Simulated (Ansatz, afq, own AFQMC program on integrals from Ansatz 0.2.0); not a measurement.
**Where AFQMC and coupled cluster stand for Se, triplet**

A free Se atom.

Basis cc-pVQZ. Only valence electrons are correlated. Ansatz 0.2.0 and our own AFQMC program on the same integrals; the CISD trial comes from CCSD amplitudes, and released means the phaseless constraint is let go. Free AFQMC starts from the CCSD state and is never constrained. Its projection time is finite, and what remains of the start isn't in its error. ± is one standard error of the sampling. No spin–orbit coupling.

Determinant: UHF, the one that the program's search chose, which needn't be the lowest solution.

No full CI on the walks' own integrals is used here; CCSDT(Q) serves as the reference and is uncertain by about the last step of the cluster series.

Cautions: no relativity below Rb; no spin-orbit coupling; inner d shell frozen.

```
T1 diagnostic                               : 0.0089
weight of the determinant in the CISD state : 0.937
⟨S²⟩ of the determinant                     : 2.011
size of the correlated space                : 6 electrons in 54 orbitals
```

```csv
level,correlation energy (eV)
MP2,-2.9871
CCSD,-3.4694
CCSD(T),-3.5921
```

(1) Estimate where free-projection AFQMC lies against CCSD(T) on the same integrals.

(1) 0.51 ± 0.04 kcal/mol below CCSD(T).

Reference: CCSDT(Q), correlation energy -3.613 eV. The released energy is read at 1.50 1/Eh (meV from the phaseless value at times in 1/Eh: -2.7 ± 1.3 at 0.24, -4.6 ± 1.2 at 0.50, -7.0 ± 0.6 at 1.00, -7.7 ± 1.3 at 1.50).

| level | E − E(reference) (kcal/mol) | share of correlation (%) |
| --- | --- | --- |
| CCSD(T) | 0.48 | 99.42 |
| CCSDT | 0.08 | 99.90 |
| ph-AFQMC/HF | 1.94 ± 0.30 | 97.68 |
| ph-AFQMC/CISD | 0.18 ± 0.03 | 99.79 |
| released AFQMC | 0.00 ± 0.03 | 100.00 |
| free AFQMC | -0.03 ± 0.04 | 100.03 |

Free projections are given only where their last times agree within the noise and don't stop above the reference; a slow remainder of the start can still hide under it. A walk keeps the symmetry of its determinant, which the program's search chose and which needn't be the lowest solution, so a lower state of the same spin and another symmetry isn't excluded. Released energies are given only where the last usable release times agree within the noise; a slower fall can still hide under it.
